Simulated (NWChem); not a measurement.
# triplet C4H8O: levels of theory compared

Aim: a comparison of 4 runs (UHF/STO-3G, UHF/3-21G, UB3LYP/6-31G*) of triplet C4H8O. 

The calculation is run with NWChem 7.3.0.

2 further runs of the same task are left out: 1 that didn't finish, 1 set aside as unsound or not needed.

## (1) Starting point

C4H8O: 13 atoms, total charge 0, spin state triplet. As SMILES of the parent species, `CCC(C)=O`. The shape is that of a PBE0-D4/def2-TZVP optimisation. This is one conformer, not always the lowest. That shape belongs to the parent species and isn't relaxed for this state.

Bond lengths: C1–C2 1.527 Å, C2–C3 1.512 Å, C3–C4 1.505 Å, C3–O5 1.206 Å, C1–H6 1.091 Å, C1–H7 1.092 Å, C1–H8 1.093 Å, C2–H9 1.094 Å, C2–H10 1.092 Å, C4–H11 1.093 Å, C4–H12 1.095 Å, C4–H13 1.088 Å. Some angles: C1–C2–C3 110.3°, C2–C3–C4 116.7°, C2–C3–O5 121.3°, C4–C3–O5 121.9°, C1–C2–H9 109.9°, C1–C2–H10 110.0°, C3–C2–H9 110.1°, C3–C2–H10 107.8°, C2–C1–H6 110.6°, C2–C1–H7 110.5°.

## (2) A single-point energy at UHF/STO-3G (run 1)

Contents of c4h8o.nw:

```
echo
start c4h8o
title "C4H8O"
memory total 2200 mb

geometry noautosym nocenter noautoz
   C    -1.145600    1.128600   -0.438000
   C     0.104000    0.866600    0.400200
   C     0.917600   -0.253800   -0.206600
   C     0.580900   -1.652300    0.236700
   O     1.778900   -0.032900   -1.021800
   H    -1.729800    1.946300   -0.012200
   H    -0.871200    1.401500   -1.458700
   H    -1.791800    0.248500   -0.484700
   H    -0.181700    0.612400    1.425300
   H     0.731300    1.759600    0.423400
   H    -0.499800   -1.816400    0.230900
   H     0.914800   -1.787200    1.270500
   H     1.077500   -2.382200   -0.399800
end

basis spherical bse
   * library STO-3G
end

scf
   triplet
   uhf
   thresh 1e-08
   maxiter 80
   print low
end

task scf
```

Run with:

```
$ nwchem c4h8o.nw > c4h8o.out
```

What it wrote:

```text
[...]
  functions       =    33
[...]
  wavefunction    = UHF
[...]
         Total SCF energy =   -228.027431934793
      One electron energy =   -661.366940119486
      Two electron energy =    256.341450654303
 Nuclear repulsion energy =    176.998057530390
                       Sz =      1.0000
                 Sz(Sz+1) =      2.0000
                      S^2 =      2.0053
[...]
```

Wall time 5.4 s (1 thread of Intel Xeon Platinum 8488C (Sapphire Rapids), shared host); peak memory 0.1 GiB.

## (3) The energy at UHF/3-21G (run 2)

Contents of input.xyz:

```xyz
13
C4H8O hf
C     -1.145600     1.128600    -0.438000
C      0.104000     0.866600     0.400200
C      0.917600    -0.253800    -0.206600
C      0.580900    -1.652300     0.236700
O      1.778900    -0.032900    -1.021800
H     -1.729800     1.946300    -0.012200
H     -0.871200     1.401500    -1.458700
H     -1.791800     0.248500    -0.484700
H     -0.181700     0.612400     1.425300
H      0.731300     1.759600     0.423400
H     -0.499800    -1.816400     0.230900
H      0.914800    -1.787200     1.270500
H      1.077500    -2.382200    -0.399800
```

Contents of run.py:

```python
from ase.io import read
from ase.calculators.nwchem import NWChem

mol = read('input.xyz')

calc = NWChem(
    label='input',
    theory='scf',
    memory='2200 mb',
    basis='3-21G',
    basispar='spherical bse',
    scf={'nopen': '2', 'uhf': None, 'thresh': '1e-08', 'maxiter': '80'},
    task='energy',
)
mol.calc = calc

print(f"energy = {mol.get_potential_energy():.6f} eV")
```

Run with:

```
$ export ASE_NWCHEM_COMMAND="nwchem PREFIX.nwi > PREFIX.nwo"
$ python run.py
```

What it wrote:

```text
energy = -6247.676479 eV
```

The calculator wrote input.nwi:

```
title "input"

permanent_dir input

scratch_dir input

start input

geometry units angstrom nocenter noautosym noautoz
  C  -1.1456000000000000e+00 1.1286000000000000e+00 -4.3800000000000000e-01
  C  1.0400000000000000e-01 8.6660000000000004e-01 4.0020000000000000e-01
  C  9.1759999999999997e-01 -2.5380000000000003e-01 -2.0660000000000001e-01
  C  5.8089999999999997e-01 -1.6523000000000001e+00 2.3669999999999999e-01
  O  1.7788999999999999e+00 -3.2899999999999999e-02 -1.0218000000000000e+00
  H  -1.7298000000000000e+00 1.9462999999999999e+00 -1.2200000000000001e-02
  H  -8.7119999999999997e-01 1.4015000000000000e+00 -1.4587000000000001e+00
  H  -1.7918000000000001e+00 2.4850000000000000e-01 -4.8470000000000002e-01
  H  -1.8170000000000000e-01 6.1240000000000006e-01 1.4253000000000000e+00
  H  7.3129999999999995e-01 1.7596000000000001e+00 4.2340000000000000e-01
  H  -4.9980000000000002e-01 -1.8164000000000000e+00 2.3089999999999999e-01
  H  9.1479999999999995e-01 -1.7871999999999999e+00 1.2705000000000000e+00
  H  1.0774999999999999e+00 -2.3822000000000001e+00 -3.9979999999999999e-01
end

memory 2200 mb

basis spherical bse noprint
   * library 3-21G
end

scf
  nopen 2
  uhf
  thresh 1e-08
  maxiter 80
end

task scf energy
```

input.nwo:

```text
Northwest Computational Chemistry Package (NWChem) 7.3.0
             --------------------------------------------------------

           Job information
           ---------------

    nwchem branch   = 7.3.0
    use scalapack   = T
    input           = input.nwi
    prefix          = input.
    data base       = input/input.db
    status          = startup
    nproc           =        1

           Memory information
           ------------------

    heap     =     72089600 doubles =      550.0 Mbytes
    stack    =     72089597 doubles =      550.0 Mbytes
    global   =    144179200 doubles =     1100.0 Mbytes (distinct from heap & stack)
    total    =    288358397 doubles =     2200.0 Mbytes
    verify   = yes
    hardfail = no

[... 143 lines left out ...]
 Convergence threshold     :          1.000E-08
[... 15 lines left out ...]
       Final UHF  results
[... 3 lines left out ...]
      One electron energy =   -661.568935237989
[... 1 line left out ...]
 Nuclear repulsion energy =    176.998057530389
[... 43 lines left out ...]
          Final beta eigenvalues
[... 241 lines left out ...]
                     UHF Final Beta Molecular Orbital Analysis
[... 239 lines left out ...]
   Mulliken analysis of the spin density
   -------------------------------------

    Atom       Charge   Shell Charges
 -----------   ------   -------------------------------------------------------
    1 C    6     0.04   0.00  0.00  0.02  0.01  0.01
    2 C    6    -0.03   0.00  0.00  0.01 -0.02 -0.03
    3 C    6     0.81   0.00  0.01  0.40  0.11  0.29
[... 9 lines of this table left out ...]
   13 H    1     0.00  -0.00  0.00

       Multipole analysis of the density wrt the origin
       ------------------------------------------------

     L   x y z        total         alpha         beta         nuclear
     -   - - -        -----         -----         ----         -------
     0   0 0 0     -0.000000    -21.000000    -19.000000     40.000000

     1   1 0 0     -0.457311    -16.472740    -11.615955     27.631384
[... 8 lines of this table left out ...]
     2   0 0 2    -24.797459    -46.628248    -40.512318     62.343106

 Task  times  cpu:        6.8s     wall:        6.8s
 Total times  cpu:        6.9s     wall:        6.9s
```

It took 8.1 s on 1 thread of Intel Xeon Platinum 8488C (Sapphire Rapids), shared host; peak memory 0.099 GiB.

Run 3 isn't shown in full; the table further down has it.

## (4) A single-point energy at UB3LYP/6-31G(d) (Cartesian functions) (run 4)

Contents of c4h8o.xyz:

```xyz
13
C4H8O
C     -1.145600     1.128600    -0.438000
C      0.104000     0.866600     0.400200
C      0.917600    -0.253800    -0.206600
C      0.580900    -1.652300     0.236700
O      1.778900    -0.032900    -1.021800
H     -1.729800     1.946300    -0.012200
H     -0.871200     1.401500    -1.458700
H     -1.791800     0.248500    -0.484700
H     -0.181700     0.612400     1.425300
H      0.731300     1.759600     0.423400
H     -0.499800    -1.816400     0.230900
H      0.914800    -1.787200     1.270500
H      1.077500    -2.382200    -0.399800
```

Contents of c4h8o.nw:

```
start c4h8o
title "C4H8O"
memory total 2200 mb
geometry noautosym nocenter noautoz
  load c4h8o.xyz
end
basis
  C library 6-31G*
  O library 6-31G*
  H library 6-31G*
end
dft
  xc b3lyp
  mult 3
  grid fine
  convergence energy 1e-08
  iterations 100
  mulliken
end
task dft
```

Run with:

```
$ nwchem c4h8o.nw > c4h8o.out
```

What it wrote:

```text
[...]
          Wavefunction type:  spin polarized.
          No. of atoms     :    13
          No. of electrons :    40
[...]
          Charge           :     0
          Spin multiplicity:     3
[...]
          AO basis - number of functions:    91
[...]
              XC Information
              --------------
                         B3LYP Method XC Potential
                     Hartree-Fock (Exact) Exchange  0.200
                        Slater Exchange Functional  0.800 local
                    Becke 1988 Exchange Functional  0.720 non-local
              Lee-Yang-Parr Correlation Functional  0.810
                  VWN I RPA Correlation Functional  0.190 local
[...]
 d= 0,ls=0.0,diis     1   -232.2041680879 -4.09D+02  7.94D-03  2.09D-01     3.9
[...]
 d= 0,ls=0.0,diis    12   -232.3257879081 -3.91D-09  2.00D-07  2.08D-10    41.2
[...]
         Total DFT energy =     -232.325787908130
      One electron energy =     -664.102224102805
           Coulomb energy =      288.088834943919
    Exchange-Corr. energy =      -33.310456279634
 Nuclear repulsion energy =      176.998057530390
[...]
      Total Density - Mulliken Population Analysis
     ---------------------------------------------
    Atom       Charge   Shell Charges
 -----------   ------   -------------------------------------------------------
    1 C    6     6.44   1.99  0.68  2.12  0.63  0.98  0.03
    2 C    6     6.30   1.99  0.69  2.10  0.61  0.88  0.03
    3 C    6     5.74   1.99  0.69  2.11  0.35  0.56  0.04
    4 C    6     6.49   1.99  0.68  2.12  0.65  1.01  0.03
    5 O    8     8.28   1.99  0.93  2.83  1.03  1.49  0.00
    6 H    1     0.86   0.53  0.33
    7 H    1     0.84   0.53  0.31
    8 H    1     0.85   0.53  0.32
    9 H    1     0.85   0.53  0.32
   10 H    1     0.84   0.53  0.31
[...]
      <S2> =      2.0049 (Exact =     2.0000)
[...]
```

It took 42 s on 1 thread of Intel Xeon Platinum 8488C (Sapphire Rapids), shared host; peak memory 0.12 GiB.

## (5) The series

```tsv
run	level	iteration cap	module	energy (Eh)	⟨S²⟩	wall time
1	UHF/STO-3G	80	scf	-228.027432	2.005	5.4 s
2	UHF/3-21G	80	scf	-229.597878	2.011	8.1 s
3	UB3LYP/6-31G* (spherical functions)	100	dft	-232.321748	2.005	1.7 min
4	UB3LYP/6-31G* (Cartesian functions)	100	dft	-232.325788	2.005	42 s
```

## (6) Outcome

```
                                 quantity          value
                      run 4: total energy  -232.32579 Eh
                     run 4: dipole moment         1.67 D
run 4: HOMO energy (highest over α and β)       -2.67 eV
                              run 4: ⟨S²⟩          2.005
```

Over runs 2, 3, 4 the dipole moment (its size) runs from 1.58 D (UHF/3-21G) to 1.67 D (UB3LYP/6-31G*). The two ends differ in method and basis. In run 1 the basis is minimal, so the values are rough. All runs together took 2.6 min, the longest 1.7 min.
